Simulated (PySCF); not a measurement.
Below is a simulated gas-phase C 1s photoelectron spectrum of `C#CC#N` (cyanoacetylene).

Every computed line was given a Gaussian of 0.6 eV full width at half maximum and an area set by the number of equivalent atoms; the highest printed point is 100. Level of theory: delta-SCF UKS SCAN, pcX-2 on the ionised atom, pcseg-1 elsewhere, spin-free X2C in PySCF.

```csv
binding energy (eV),intensity
291.3,0
291.4,2
291.5,4
291.6,11
291.7,22
291.8,40
291.9,61
292.0,81
292.1,94
292.2,97
292.3,94
292.4,91
292.5,93
292.6,98
292.7,100
292.8,97
292.9,90
293.0,85
293.1,86
293.2,92
293.3,95
293.4,89
293.5,74
293.6,53
293.7,33
293.8,18
293.9,8
294.0,3
294.1,1
294.2,0
```

Problem. How many maxima does the curve show, and how many computed lines lie under it?

Solution. The curve has 3 maxima (at 292.2, 292.7 and 293.3 eV). Under it lie 3 lines from 3 inequivalent carbon sites.

Problem. Decompose the envelope and assign each component. Numbering: `[CH:1]#[C:2][C:3]#[N:4]`.

Solution. 
| position (eV) | relative area | line | atoms | environment |
| --- | --- | --- | --- | --- |
| 292.13 | 1 | C 1s | C1 | terminal alkyne carbon |
| 292.72 | 1 | C 1s | C2 | alkyne carbon |
| 293.34 | 1 | C 1s | C3 | nitrile carbon |

Problem. What are the centre and the root-mean-square width of the whole band?

Solution. The area-weighted mean of the lines is 292.73 eV. Their own spread about it is 0.50 eV (rms) and each Gaussian has σ = 0.6/2.355 = 0.25 eV; the variances add, which gives 0.56 eV.

Lowest listed C 1s: C1, bonded to C (triple bond) and H. Highest, 1.21 eV above it: C3, bonded to N (triple bond) and C.

The curve has no shake-up lines and no vibrational structure. The unrestricted hole states depart most from a pure doublet (⟨S²⟩ = 0.75; over 0.85 named) for C 1s of C1 (0.91), C 1s of C2 (0.90) and C 1s of C3 (0.94), which makes these values less certain. Isolated species at its PBE0-D3(BJ)/def2-SVP geometry, gas phase.
